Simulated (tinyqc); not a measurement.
Worked calculation: MP2 on RHF in the sto-3g basis, frozen core, for H2O, spin multiplicity 1. Computed by tinyqc, a small Python program that keeps every step (integrals from PySCF). Settings: charge = 0, multiplicity = 1, basis = sto-3g, method = RHF, frozen orbitals = 1, energy threshold = 1e-10, iteration cap = 89, orthogonalisation = symmetric, start = atomic densities, DIIS depth = 6. Command: `OMP_NUM_THREADS=1 python tinyqc.py 25844 25845 out.jsonl` (the two numbers bound the seeds that draw the settings). One thread of a shared host (Intel(R) Xeon(R) Processor @ 2.60GHz), about 0.2 s of CPU time with the checks. The early iterations of the SCF are left out here.

## One-electron integrals

Geometry (angstrom):
```
atom         x          y         z
O     0.000000   0.000000  0.000000
H     0.000000   0.777000  0.539000
H     0.000000  -0.777000  0.539000
```

Basis sto-3g: exponents (1/bohr^2) and contraction coefficients of normalised primitives:
```
element  l (shell)    exponent  coefficient
O            s (1)  130.709320     0.154329
O            s (1)   23.808861     0.535328
O            s (1)    6.443608     0.444635
O            s (2)    5.033151    -0.099967
O            s (2)    1.169596     0.399513
O            s (2)    0.380389     0.700115
O            p (3)    5.033151     0.155916
O            p (3)    1.169596     0.607684
O            p (3)    0.380389     0.391957
H            s (1)    3.425251     0.154329
H            s (1)    0.623914     0.535328
H            s (1)    0.168855     0.444635
```

Overlap, kinetic and nuclear-attraction integrals over the contracted functions; the nuclear repulsion is the sum of Za Zb / Rab.

nuclear repulsion = 9.29400120 hartree

overlap S, lower triangle:
```
           1O 1s     1O 2s    1O 2px     1O 2py    1O 2pz     2H 1s     3H 1s
1O 1s   1.000000
1O 2s   0.236704  1.000000
1O 2px  0.000000  0.000000  1.000000
1O 2py  0.000000  0.000000  0.000000   1.000000
1O 2pz  0.000000  0.000000  0.000000   0.000000  1.000000
2H 1s   0.055477  0.482418  0.000000   0.326558  0.226531  1.000000
3H 1s   0.055477  0.482418  0.000000  -0.326558  0.226531  0.237542  1.000000
```

kinetic energy T (hartree), lower triangle:
```
            1O 1s     1O 2s    1O 2px     1O 2py    1O 2pz     2H 1s     3H 1s
1O 1s   29.003200
1O 2s   -0.168011  0.808128
1O 2px   0.000000  0.000000  2.528731
1O 2py   0.000000  0.000000  0.000000   2.528731
1O 2pz   0.000000  0.000000  0.000000   0.000000  2.528731
2H 1s   -0.001671  0.134238  0.000000   0.240951  0.167146  0.760032
3H 1s   -0.001671  0.134238  0.000000  -0.240951  0.167146  0.005444  0.760032
```

nuclear attraction V (hartree), lower triangle:
```
             1O 1s       1O 2s     1O 2px      1O 2py      1O 2pz      2H 1s      3H 1s
1O 1s   -61.737639
1O 2s    -7.447995  -10.155169
1O 2px    0.000000    0.000000  -9.996365
1O 2py    0.000000    0.000000   0.000000  -10.169738
1O 2pz   -0.018131   -0.212328   0.000000    0.000000  -10.079794
2H 1s    -1.797026   -3.945089   0.000000   -2.379472   -1.717307  -5.872478
3H 1s    -1.797026   -3.945089   0.000000    2.379472   -1.717307  -1.550842  -5.872478
```

core Hamiltonian H = T + V (hartree), lower triangle:
```
             1O 1s      1O 2s     1O 2px     1O 2py     1O 2pz      2H 1s      3H 1s
1O 1s   -32.734439
1O 2s    -7.616006  -9.347041
1O 2px    0.000000   0.000000  -7.467634
1O 2py    0.000000   0.000000   0.000000  -7.641006
1O 2pz   -0.018131  -0.212328   0.000000   0.000000  -7.551063
2H 1s    -1.798697  -3.810851   0.000000  -2.138521  -1.550160  -5.112446
3H 1s    -1.798697  -3.810851   0.000000   2.138521  -1.550160  -1.545398  -5.112446
```

## Two-electron integrals

Functions are numbered as in S; the eight-fold symmetry (ij|kl) = (ji|kl) = (kl|ij) leaves the list below.

Two-electron integrals (ij|kl) in chemists' order, unique and non-zero (hartree):
```
(11|11) 4.785065    (21|11) 0.741380    (21|21) 0.136873    (22|11) 1.118947
(22|21) 0.256633    (22|22) 0.817206    (31|31) 0.024477    (32|31) 0.037809
(32|32) 0.180518    (33|11) 1.115814    (33|21) 0.256684    (33|22) 0.817023
(33|33) 0.880159    (41|41) 0.024477    (42|41) 0.037809    (42|42) 0.180518
(43|43) 0.047444    (44|11) 1.115814    (44|21) 0.256684    (44|22) 0.817023
(44|33) 0.785270    (44|44) 0.880159    (51|51) 0.024477    (52|51) 0.037809
(52|52) 0.180518    (53|53) 0.047444    (54|54) 0.047444    (55|11) 1.115814
(55|21) 0.256684    (55|22) 0.817023    (55|33) 0.785270    (55|44) 0.785270
(55|55) 0.880159    (61|11) 0.176629    (61|21) 0.032315    (61|22) 0.060139
(61|33) 0.060026    (61|41) 0.001219    (61|42) 0.002274    (61|44) 0.060260
(61|51) 0.000846    (61|52) 0.001578    (61|54) 0.000163    (61|55) 0.060139
(61|61) 0.007728    (62|11) 0.411743    (62|21) 0.095538    (62|22) 0.334735
(62|33) 0.329205    (62|41) 0.005862    (62|42) 0.043992    (62|44) 0.340195
(62|51) 0.004066    (62|52) 0.030517    (62|54) 0.007624    (62|55) 0.334493
(62|61) 0.022961    (62|62) 0.166994    (63|31) 0.010212    (63|32) 0.058657
(63|43) 0.009238    (63|53) 0.006409    (63|63) 0.024358    (64|11) 0.237232
(64|21) 0.055781    (64|22) 0.208759    (64|33) 0.199198    (64|41) 0.013227
(64|42) 0.084802    (64|44) 0.224411    (64|51) 0.002092    (64|52) 0.018136
(64|54) 0.011082    (64|55) 0.202440    (64|61) 0.014024    (64|62) 0.126505
(64|64) 0.119136    (65|11) 0.164567    (65|21) 0.038695    (65|22) 0.144815
(65|33) 0.138182    (65|41) 0.002092    (65|42) 0.018136    (65|44) 0.142856
(65|51) 0.011663    (65|52) 0.071238    (65|54) 0.012480    (65|55) 0.153248
(65|61) 0.009728    (65|62) 0.087755    (65|64) 0.065747    (65|65) 0.069966
(66|11) 0.537509    (66|21) 0.126748    (66|22) 0.507450    (66|33) 0.486766
(66|41) 0.010460    (66|42) 0.106652    (66|44) 0.528244    (66|51) 0.007256
(66|52) 0.073984    (66|54) 0.028773    (66|55) 0.506726    (66|61) 0.030765
(66|62) 0.312637    (66|64) 0.270618    (66|65) 0.187726    (66|66) 0.774606
(71|11) 0.176629    (71|21) 0.032315    (71|22) 0.060139    (71|33) 0.060026
(71|41) -0.001219   (71|42) -0.002274   (71|44) 0.060260    (71|51) 0.000846
(71|52) 0.001578    (71|54) -0.000163   (71|55) 0.060139    (71|61) 0.007600
(71|62) 0.022191    (71|64) 0.012345    (71|65) 0.009408    (71|66) 0.029338
(71|71) 0.007728    (72|11) 0.411743    (72|21) 0.095538    (72|22) 0.334735
(72|33) 0.329205    (72|41) -0.005862   (72|42) -0.043992   (72|44) 0.340195
(72|51) 0.004066    (72|52) 0.030517    (72|54) -0.007624   (72|55) 0.334493
(72|61) 0.022191    (72|62) 0.135241    (72|64) 0.070489    (72|65) 0.069043
(72|66) 0.208200    (72|71) 0.022961    (72|72) 0.166994    (73|31) 0.010212
(73|32) 0.058657    (73|43) -0.009238   (73|53) 0.006409    (73|63) 0.019062
(73|73) 0.024358    (74|11) -0.237232   (74|21) -0.055781   (74|22) -0.208759
(74|33) -0.199198   (74|41) 0.013227    (74|42) 0.084802    (74|44) -0.224411
(74|51) -0.002092   (74|52) -0.018136   (74|54) 0.011082    (74|55) -0.202440
(74|61) -0.012345   (74|62) -0.070489   (74|64) -0.018144   (74|65) -0.035149
(74|66) -0.095494   (74|71) -0.014024   (74|72) -0.126505   (74|74) 0.119136
(75|11) 0.164567    (75|21) 0.038695    (75|22) 0.144815    (75|33) 0.138182
(75|41) -0.002092   (75|42) -0.018136   (75|44) 0.142856    (75|51) 0.011663
(75|52) 0.071238    (75|54) -0.012480   (75|55) 0.153248    (75|61) 0.009408
(75|62) 0.069043    (75|64) 0.035149    (75|65) 0.053766    (75|66) 0.116532
(75|71) 0.009728    (75|72) 0.087755    (75|74) -0.065747   (75|75) 0.069966
(76|11) 0.155311    (76|21) 0.036323    (76|22) 0.136768    (76|33) 0.133848
(76|44) 0.136775    (76|51) 0.002497    (76|52) 0.021747    (76|55) 0.139538
(76|61) 0.008625    (76|62) 0.066383    (76|64) 0.043363    (76|65) 0.039218
(76|66) 0.125435    (76|71) 0.008625    (76|72) 0.066383    (76|74) -0.043363
(76|75) 0.039218    (76|76) 0.031651    (77|11) 0.537509    (77|21) 0.126748
(77|22) 0.507450    (77|33) 0.486766    (77|41) -0.010460   (77|42) -0.106652
(77|44) 0.528244    (77|51) 0.007256    (77|52) 0.073984    (77|54) -0.028773
(77|55) 0.506726    (77|61) 0.029338    (77|62) 0.208200    (77|64) 0.095494
(77|65) 0.116532    (77|66) 0.334910    (77|71) 0.030765    (77|72) 0.312637
(77|74) -0.270618   (77|75) 0.187726    (77|76) 0.125435    (77|77) 0.774606
```

## Orthogonalisation

S = U s U^T; symmetric (Loewdin) form X = U s^(-1/2) U^T, so that X^T S X = 1.

eigenvalues of S: 0.335676  0.404378  0.890801  1.000000  1.085658  1.358080  1.925407

X, lower triangle:
```
            1O 1s      1O 2s    1O 2px     1O 2py     1O 2pz      2H 1s     3H 1s
1O 1s    1.024273
1O 2s   -0.144223   1.259237
1O 2px   0.000000   0.000000  1.000000
1O 2py   0.000000   0.000000  0.000000   1.126352
1O 2pz  -0.009866   0.109199  0.000000   0.000000   1.050249
2H 1s    0.022438  -0.306148  0.000000  -0.244638  -0.141339   1.218238
3H 1s    0.022438  -0.306148  0.000000   0.244638  -0.141339  -0.086066  1.218238
```

## Iteration 8 (converged): orbitals

converged F (hartree), lower triangle:
```
             1O 1s      1O 2s     1O 2px     1O 2py     1O 2pz      2H 1s      3H 1s
1O 1s   -20.222296
1O 2s    -5.161699  -2.444162
1O 2px    0.000000   0.000000  -0.387081
1O 2py    0.000000   0.000000   0.000000  -0.333076
1O 2pz   -0.029288  -0.124257   0.000000   0.000000  -0.351416
2H 1s    -1.227661  -1.041525   0.000000  -0.410925  -0.348300  -0.588485
3H 1s    -1.227661  -1.041525   0.000000   0.410925  -0.348300  -0.383395  -0.588485
```

Diagonalise F' = X^T F X, C = X C', fill 5 alpha and 5 beta electrons from the bottom; D = 2 C_occ C_occ^T. Each column has its largest component positive (the first on a tie).

F' = X^T F X (hartree), lower triangle:
```
            1          2          3          4          5          6         7
1  -19.841592
2   -2.696585  -1.205226
3    0.000000   0.000000  -0.387081
4    0.000000   0.000000   0.000000   0.005808
5   -0.053538   0.112439   0.000000   0.000000  -0.210075
6   -0.195638  -0.534153   0.000000  -0.495659  -0.318693   0.030138
7   -0.195638  -0.534153   0.000000   0.495659  -0.318693  -0.105569  0.030138
```

orbital energies (hartree): MO1 -20.231206, MO2 -1.266709, MO3 -0.633212, MO4 -0.439685, MO5 -0.387081, MO6 0.605277, MO7 0.774728

coefficients C:
```
              MO1        MO2        MO3        MO4       MO5        MO6        MO7
1O 1s    0.994087  -0.232807   0.000000   0.099703  0.000000  -0.136715   0.000000
1O 2s    0.026888   0.830379   0.000000  -0.521163  0.000000   0.918691   0.000000
1O 2px   0.000000   0.000000   0.000000   0.000000  1.000000   0.000000   0.000000
1O 2py   0.000000   0.000000   0.599302   0.000000  0.000000   0.000000   1.014496
1O 2pz   0.004248   0.126829   0.000000   0.798228  0.000000   0.708328   0.000000
2H 1s   -0.006138   0.160749   0.440550   0.265981  0.000000  -0.811474  -0.846385
3H 1s   -0.006138   0.160749  -0.440550   0.265981  0.000000  -0.811474   0.846385
```

D after iteration 8, lower triangle:
```
            1O 1s      1O 2s    1O 2px     1O 2py    1O 2pz      2H 1s     3H 1s
1O 1s    2.104697
1O 2s   -0.437102   1.923726
1O 2px   0.000000   0.000000  2.000000
1O 2py   0.000000   0.000000  0.000000   0.718325
1O 2pz   0.108562  -0.621153  0.000000   0.000000  1.306542
2H 1s   -0.034014  -0.010604  0.000000   0.528045  0.465351   0.581417
3H 1s   -0.034014  -0.010604  0.000000  -0.528045  0.465351  -0.194921  0.581417
```

## Convergence

Stop when the energy changes by less than 1e-10 hartree and every element of the error matrix X^T (F D S - S D F) X is below 3e-06.

Course of the cycle:
```
iteration   E (hartree)     change  largest element of the error matrix
1          -75.52735136          -                             1.37e+00
2          -74.92637165   6.01e-01                             1.81e-01
3          -74.95737987  -3.10e-02                             1.95e-02
4          -74.95773531  -3.55e-04                             4.26e-03
5          -74.95775796  -2.26e-05                             1.23e-04
6          -74.95775801  -4.50e-08                             1.08e-05
7          -74.95775801  -2.12e-10                             7.42e-07
8          -74.95775801  -8.53e-13                             1.27e-10
```

PySCF RHF in the same basis = -74.95775801 hartree

Converged in 8 iterations.

## Integrals over molecular orbitals

(pq|rs) = sum C_ip C_jq C_kr C_ls (ij|kl), one index at a time.

one-electron integrals over orbitals h = C^T H C (hartree), lower triangle:
```
            1          2          3          4          5          6          7
1  -32.716595
2    0.559502  -7.675707
3    0.000000   0.000000  -6.387450
4   -0.226658   0.410777   0.000000  -7.046479
5    0.000000   0.000000   0.000000   0.000000  -7.467634
6    0.316240  -1.390914   0.000000  -1.030554   0.000000  -5.287477
7    0.000000   0.000000  -1.727598   0.000000   0.000000   0.000000  -5.629771
```

Two-electron integrals over orbitals (pq|rs), unique and non-zero (hartree); the lowest 1 orbital is frozen and left out:
```
(22|22) 0.726692    (32|32) 0.146244    (33|22) 0.644978    (33|33) 0.634579
(42|22) 0.005724    (42|33) 0.007210    (42|42) 0.124534    (43|32) 0.019979
(43|43) 0.045550    (44|22) 0.681304    (44|33) 0.601716    (44|42) -0.105189
(44|44) 0.797047    (52|52) 0.144501    (53|53) 0.028853    (54|52) -0.045234
(54|54) 0.055720    (55|22) 0.747355    (55|33) 0.629402    (55|42) -0.064977
(55|44) 0.735672    (55|55) 0.880159    (62|22) 0.141888    (62|33) 0.073628
(62|42) 0.021191    (62|44) 0.094584    (62|55) 0.160028    (62|62) 0.101326
(63|32) -0.044523   (63|43) -0.028260   (63|63) 0.074479    (64|22) 0.092778
(64|33) 0.041392    (64|42) -0.022348   (64|44) 0.115311    (64|55) 0.109815
(64|62) 0.062028    (64|64) 0.062718    (65|52) 0.060870    (65|54) -0.002527
(65|65) 0.039187    (66|22) 0.609060    (66|33) 0.570167    (66|42) 0.060699
(66|44) 0.545466    (66|55) 0.584520    (66|62) 0.092474    (66|64) 0.043459
(66|66) 0.592276    (72|32) 0.040451    (72|43) -0.032367   (72|63) 0.035288
(72|72) 0.061750    (73|22) 0.140112    (73|33) 0.091671    (73|42) -0.072149
(73|44) 0.165304    (73|55) 0.190223    (73|62) 0.078272    (73|64) 0.072816
(73|66) 0.037285    (73|73) 0.150185    (74|32) -0.074986   (74|43) 0.004505
(74|63) 0.044031    (74|72) -0.017163   (74|74) 0.066274    (75|53) 0.023782
(75|75) 0.024688    (76|32) 0.102152    (76|43) 0.045929    (76|63) -0.068651
(76|72) -0.008487   (76|74) -0.056745   (76|76) 0.118539    (77|22) 0.626777
(77|33) 0.613039    (77|42) -0.015240   (77|44) 0.614565    (77|55) 0.629670
(77|62) 0.070430    (77|64) 0.041058    (77|66) 0.564920    (77|73) 0.098407
(77|77) 0.623924
```

## Second-order Moller-Plesset energy

Hartree-Fock energy = -74.95775801 hartree

E2 = sum_ijab (ia|jb) [2 (ia|jb) - (ib|ja)] / (e_i + e_j - e_a - e_b) over occupied i, j and virtual a, b; the opposite-spin part is (ia|jb)^2 / denominator, the rest is same-spin, and SCS-MP2 scales them by 6/5 and 1/3.

Terms:
```
i  j  a  b    (ia|jb)    (ib|ja)  denominator       term
3  3  7  7   0.150185   0.150185    -2.815880  -0.008010
4  3  6  7   0.072816   0.044031    -2.452902  -0.003016
3  4  7  6   0.072816   0.044031    -2.452902  -0.003016
2  3  6  7   0.078272   0.035288    -3.279926  -0.002894
3  2  7  6   0.078272   0.035288    -3.279926  -0.002894
2  2  6  6   0.101326   0.101326    -3.743971  -0.002742
3  3  6  6   0.074479   0.074479    -2.476978  -0.002239
4  4  6  6   0.062718   0.062718    -2.089924  -0.001882
4  4  7  7   0.066274   0.066274    -2.428825  -0.001808
4  2  6  6   0.062028   0.062028    -2.916947  -0.001319
2  4  6  6   0.062028   0.062028    -2.916947  -0.001319
2  2  7  7   0.061750   0.061750    -4.082873  -0.000934
5  5  6  6   0.039187   0.039187    -1.984714  -0.000774
3  4  6  7   0.044031   0.072816    -2.452902  -0.000274
4  3  7  6   0.044031   0.072816    -2.452902  -0.000274
5  5  7  7   0.024688   0.024688    -2.323616  -0.000262
2  4  7  7  -0.017163  -0.017163    -3.255849  -0.000090
4  2  7  7  -0.017163  -0.017163    -3.255849  -0.000090
3  2  6  7   0.035288   0.078272    -3.279926   0.000083
2  3  7  6   0.035288   0.078272    -3.279926   0.000083
```

Pair energies (hartree; pair i-j sums ij and ji):
```
pair  opposite spin  same spin
2-2       -0.003676   0.000000
3-2       -0.004495  -0.001127
3-3       -0.010250   0.000000
4-2       -0.002819   0.000000
4-3       -0.005904  -0.000676
4-4       -0.003691   0.000000
5-5       -0.001036   0.000000
```

MP2 correlation energy = -0.03367267 hartree

SCS-MP2 correlation energy = -0.03884523 hartree

MP2 total energy = -74.99143068 hartree
